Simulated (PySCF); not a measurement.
Trans 3-chloropropionitrile, C3H4ClN.
Atom-mapped SMILES: `[N:1]#[C:2][CH2:3][CH2:4][Cl:5]` (hydrogens: H6, H7 on C3; H8, H9 on C4)

Cartesian coordinates in Å at the PBE0-D3(BJ)/def2-SVP level; atoms count from 1:
```
atom  x, y, z in Å
N1     1.6624   -2.0795   -0.3368
C2     0.7618   -1.3915   -0.1041
C3    -0.3504   -0.4926    0.1787
C4     0.0144    0.9579   -0.1146
Cl5   -1.3706    2.0191    0.2314
H6    -0.6419   -0.6014    1.2352
H7    -1.2193   -0.7918   -0.4284
H8     0.2874    1.0916   -1.1698
H9     0.8562    1.2880    0.5085
```

Computed with PySCF at CAM-B3LYP/def2-SVPD, non-relativistic, on one gas-phase PBE0-D3(BJ)/def2-SVP geometry that isn't relaxed in the solvent. The solvent is an IEF-PCM continuum (van der Waals radii × 1.2), and excitations are vertical TDDFT with non-equilibrium linear response and a frozen core. Only the electrostatic response of the medium enters.

```json
{"run": "gas", "E − E(gas) (kcal/mol)": "0.00", "HOMO (eV)": "-10.51", "HOMO–LUMO gap (eV)": "11.11", "dipole (D)": "2.10", "lowest singlet (eV)": "7.35", "static polarisability (au)": "54.4"}
{"run": "P", "E − E(gas) (kcal/mol)": "-3.65", "HOMO (eV)": "-10.36", "HOMO–LUMO gap (eV)": "11.13", "dipole (D)": "2.35", "lowest singlet (eV)": "7.35", "static polarisability (au)": "61.2"}
{"run": "Q", "E − E(gas) (kcal/mol)": "-8.11", "HOMO (eV)": "-10.21", "HOMO–LUMO gap (eV)": "11.13", "dipole (D)": "2.63", "lowest singlet (eV)": "7.37", "static polarisability (au)": "71.6"}
```

Q: The runs were made in benzene and water. Which run belongs to which solvent?

A: P = benzene, Q = water. The dielectric constants are 2.271 (benzene), 78.36 (water), and the energy falls further as ε rises. The optical constants n² used for the excitations are 2.25, 1.78 in the same order. In this model the ground state sees the solvent through ε alone.

Q: How constant is the ratio of the lowering to (ε − 1)/(2ε + 1)?

A: 
| solvent | (ε − 1)/(2ε + 1) | E − E(gas) (kcal/mol) | ratio (kcal/mol) | polarisation term (kcal/mol) |
| --- | --- | --- | --- | --- |
| benzene | 0.229 | -3.65 | -15.9 | -3.99 |
| water | 0.490 | -8.11 | -16.5 | -9.86 |

The ratio changes by +4.0 % in size from benzene to water. The polarisation term is half the interaction of the solute with the induced surface charges.

Time: 28 s of wall time; peak memory 0.66 GiB. Hardware: one thread of an Intel Xeon at 2.50 GHz, on a shared host. This is the whole response run at CAM-B3LYP/def2-SVPD in water, SCF included.
